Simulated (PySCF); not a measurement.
C4H5OP.
InChI=1S/C4H5OP/c5-6-3-1-2-4-6/h1-4,6H

Level of theory: PBE0/cc-pVDZ geometry optimisation, gas phase (PySCF 2.14.0).

Masses are those of the commonest isotopes; rigid-rotor values at the optimised geometry. 

Task: Give the principal moments of inertia and the rotational constants in cm⁻¹.

Result: Ia = 78.77, Ib = 184.19, Ic = 243.86 u·Å²; 505379 MHz·u·Å²/I gives 6416, 2744 and 2072 MHz, that is A = 0.21402, B = 0.09152, C = 0.06913 cm⁻¹.

Task: What kind of rotor is it?

Result: An asymmetric top; Ray's κ = -0.691.

Task: What does the inertial defect say?

Result: Not planar: Δ = Ic − Ia − Ib = -19.09 u·Å². For a rigid frame Δ = −2 Σ m c², so Σ m c² = 9.55 u·Å² lies off the ab plane: 3.14 from hydrogen and 6.40 from heavier atoms. The atom farthest from that plane is 1.72 Å away.

Task: Give the other two planar moments, Paa and Pbb, and the rms extents of the mass along the axes.

Result: Paa = Σ m a² = (Ib + Ic − Ia)/2 = 174.64 and Pbb = Σ m b² = (Ia + Ic − Ib)/2 = 69.22 u·Å². With the mass M = 100.01 u, the rms extents √(P/M) along a, b and c are 1.32, 0.83, 0.31 Å.

Task: List the rotational levels J(Ka,Kc) to J = 4 (MHz).

Result: Above 0(0,0):
J = 1: 1(0,1) 4816, 1(1,1) 8488, 1(1,0) 9160
J = 2: 2(0,2) 14365, 2(1,2) 17449, 2(1,1) 19464, 2(2,1) 30480, 2(2,0) 30564
J = 3: 3(0,3) 28486, 3(1,3) 30841, 3(1,2) 34863, 3(2,2) 44929, 3(2,1) 45340, 3(3,1) 65018, 3(3,0) 65025
J = 4: 4(0,4) 46980, 4(1,4) 48613, 4(1,3) 55282, 4(2,3) 64128, 4(2,2) 65310, 4(3,2) 84433, 4(3,1) 84479, 4(4,1) 112355, 4(4,0) 112355

Task: Which lines would a microwave search look for?

Result: The dipole components are |μa| = 4.13 D, |μb| = 0.00 D, |μc| = 1.43 D; the mirror of this Cs structure is the ac plane, so μb vanishes by symmetry (the 0.01 D computed is a residue) and there are no b-type lines. Intensities carry the squares of the components, which stand as 1.00 : 0.12 (a : c). Some lines, for components of 0.1 D or more:

```json
{"type": "a", "branch": "Q", "J(Ka,Kc)": "3(2,1) ← 3(2,2)", "MHz": "411", "lower level (cm⁻¹)": "1.499"}
{"type": "c", "branch": "Q", "J(Ka,Kc)": "1(1,1) ← 1(0,1)", "MHz": "3672", "lower level (cm⁻¹)": "0.161"}
{"type": "a", "branch": "R", "J(Ka,Kc)": "1(0,1) ← 0(0,0)", "MHz": "4816", "lower level (cm⁻¹)": "0.000"}
{"type": "a", "branch": "R", "J(Ka,Kc)": "2(1,2) ← 1(1,1)", "MHz": "8961", "lower level (cm⁻¹)": "0.283"}
{"type": "c", "branch": "Q", "J(Ka,Kc)": "3(2,2) ← 3(1,2)", "MHz": "10066", "lower level (cm⁻¹)": "1.163"}
{"type": "a", "branch": "R", "J(Ka,Kc)": "3(1,3) ← 2(1,2)", "MHz": "13392", "lower level (cm⁻¹)": "0.582"}
{"type": "a", "branch": "R", "J(Ka,Kc)": "3(2,2) ← 2(2,1)", "MHz": "14449", "lower level (cm⁻¹)": "1.017"}
{"type": "c", "branch": "R", "J(Ka,Kc)": "2(1,1) ← 1(0,1)", "MHz": "14648", "lower level (cm⁻¹)": "0.161"}
{"type": "a", "branch": "R", "J(Ka,Kc)": "3(2,1) ← 2(2,0)", "MHz": "14776", "lower level (cm⁻¹)": "1.020"}
{"type": "a", "branch": "R", "J(Ka,Kc)": "3(1,2) ← 2(1,1)", "MHz": "15400", "lower level (cm⁻¹)": "0.649"}
{"type": "a", "branch": "R", "J(Ka,Kc)": "4(0,4) ← 3(0,3)", "MHz": "18494", "lower level (cm⁻¹)": "0.950"}
{"type": "c", "branch": "Q", "J(Ka,Kc)": "4(3,2) ← 4(2,2)", "MHz": "19123", "lower level (cm⁻¹)": "2.178"}
{"type": "a", "branch": "R", "J(Ka,Kc)": "4(2,3) ← 3(2,2)", "MHz": "19199", "lower level (cm⁻¹)": "1.499"}
{"type": "c", "branch": "Q", "J(Ka,Kc)": "3(3,1) ← 3(2,1)", "MHz": "19678", "lower level (cm⁻¹)": "1.512"}
{"type": "a", "branch": "R", "J(Ka,Kc)": "4(2,2) ← 3(2,1)", "MHz": "19969", "lower level (cm⁻¹)": "1.512"}
{"type": "c", "branch": "R", "J(Ka,Kc)": "3(1,2) ← 2(0,2)", "MHz": "20499", "lower level (cm⁻¹)": "0.479"}
{"type": "c", "branch": "R", "J(Ka,Kc)": "2(2,0) ← 1(1,0)", "MHz": "21404", "lower level (cm⁻¹)": "0.306"}
{"type": "c", "branch": "Q", "J(Ka,Kc)": "4(4,1) ← 4(3,1)", "MHz": "27876", "lower level (cm⁻¹)": "2.818"}
{"type": "c", "branch": "R", "J(Ka,Kc)": "4(2,2) ← 3(1,2)", "MHz": "30446", "lower level (cm⁻¹)": "1.163"}
{"type": "c", "branch": "R", "J(Ka,Kc)": "4(2,3) ← 3(1,3)", "MHz": "33287", "lower level (cm⁻¹)": "1.029"}
{"type": "c", "branch": "R", "J(Ka,Kc)": "4(4,1) ← 3(3,1)", "MHz": "47336", "lower level (cm⁻¹)": "2.169"}
```

Task: Estimate the classical rotational partition function at 10 K, 25 K and 50 K.

Result: Point group Cs, symmetry number σ = 1; q = (√π/σ)·√((kT/h)³/(ABC)), k/h = 20836.6 MHz/K: 883 at 10 K, 3490 at 25 K, 9870 at 50 K.

Whether it is a minimum is left open (no frequencies). Zero-point vibration and centrifugal distortion are left out.
